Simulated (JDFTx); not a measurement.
Input for a modified build of JDFTx: acetone, C3H6O (SMILES CC(C)=O), charge 0, multiplicity 1, CANDLE, acetonitrile, 1 M NaCl; lengths in bohr, energies in hartree. The run starts from orbitals saved by an earlier run of the same system.

```
lattice \
  25.5113026824 0.0000000000 0.0000000000 \
  0.0000000000 22.2042819644 0.0000000000 \
  0.0000000000 0.0000000000 20.7869873709
coords-type Cartesian
ion C -2.3964827348 -1.2904538559 0.0128873311 0
ion C 0.0002618736 0.2557397674 0.0112009355 0
ion C 2.3962283189 -1.2903068831 0.0114284509 0
ion O 0.0001776257 2.5298469310 0.0129426749 0
ion H -2.4279509107 -2.5298469310 1.6517473809 0
ion H -2.4644399415 -2.4636131361 -1.6736758250 0
ion H -4.0375352756 -0.0571111599 0.0524360712 0
ion H 4.0375352756 -0.0570374536 0.0119663612 0
ion H 2.4462032488 -2.4979158789 1.6736758250 0
ion H 2.4457778536 -2.4959883015 -1.6524697901 0
ion-species pseudo/c_pbe_v1.2.upf
ion-species pseudo/o_pbe_v1.2.upf
ion-species pseudo/h_pbe_v1.4.upf
elec-cutoff 20 100
elec-ex-corr gga-PBE
symmetries none
elec-n-bands 12
electronic-minimize nIterations 150 energyDiffThreshold 1e-7
fluid LinearPCM
pcm-variant CANDLE
fluid-solvent CH3CN
fluid-cation Na+ 1
fluid-anion Cl- 1
fluid-minimize nIterations 400 knormThreshold 1e-11
wavefunction read s4.wfns
dump-name s8.$VAR
dump End State Ecomponents EigStats BandEigs Forces ElecDensity IonicPositions FluidDebug
```

The log closes as follows.

```
[...]
ElecMinimize: Iter:   6  Etot: -36.766008304148109  |grad|_K:  3.613e-07  alpha:  1.051e+00  linmin: -1.178e-03
ElecMinimize: Iter:   7  Etot: -36.766008385654331  |grad|_K:  2.278e-07  alpha:  1.036e+00  linmin: -2.491e-02
ElecMinimize: Iter:   8  Etot: -36.766008410431269  |grad|_K:  1.537e-07  alpha:  7.534e-01  linmin:  5.107e-02
ElecMinimize: Converged (|Delta Etot|<1.000000e-07 for 2 iters).

# Ionic positions in cartesian coordinates:
ion C  -2.396482734800000  -1.290453855900000   0.012887331100000 0
ion C   0.000261873600000   0.255739767400000   0.011200935500000 0
ion C   2.396228318900000  -1.290306883100000   0.011428450900000 0
ion O   0.000177625700000   2.529846931000000   0.012942674900000 0
ion H  -2.427950910700000  -2.529846931000000   1.651747380900000 0
ion H  -2.464439941499999  -2.463613136100000  -1.673675825000000 0
ion H  -4.037535275600000  -0.057111159900000   0.052436071200000 0
ion H   4.037535275600000  -0.057037453600000   0.011966361200000 0
ion H   2.446203248799999  -2.497915878900000   1.673675825000000 0
ion H   2.445777853600000  -2.495988301500000  -1.652469790100000 0

# Forces in Cartesian coordinates:
force C   0.003313325197507   0.011635451336764  -0.000015204630297 0
force C  -0.000145345092041  -0.042167877214655   0.000416603139563 0
force C  -0.003212755834176   0.011509737672973  -0.000175719130518 0
force O   0.000004344798658   0.039278036538126  -0.000081094997265 0
force H  -0.000164409039168  -0.007716172394301   0.007736710795229 0
force H  -0.000341242166984  -0.007435295614720  -0.008033548541640 0
force H  -0.008101135573335   0.005000584028195   0.000164605862991 0
force H   0.008171289796020   0.005053574806468  -0.000028468603593 0
force H   0.000207299813549  -0.007558951744574   0.007899109037492 0
force H   0.000268573093432  -0.007593952799685  -0.007869267408881 0

# Energy components:
   A_diel =       -0.0138503012799016
   Eewald =       32.6197841039207788
       EH =       61.6547266407676986
     Eloc =     -144.6694992742420709
      Enl =        4.5281597180078199
      Exc =      -11.2282584146412550
 Exc_core =        0.1660762965203502
       KE =       20.1768528205153110
-------------------------------------
     Etot =      -36.7660084104312688


	eMin: -0.961729 at state 0 ( [ +0.000000 +0.000000 +0.000000 ] spin 0 )
	HOMO: -0.206696 at state 0 ( [ +0.000000 +0.000000 +0.000000 ] spin 0 )
```

The run took 9 electronic cycles (a count that differs between repeats, as do the digits past 10⁻⁶ Ha); the highest occupied level lies at -5.62 eV from the bulk liquid; the total lies -0.32 eV from the vacuum run at this geometry.
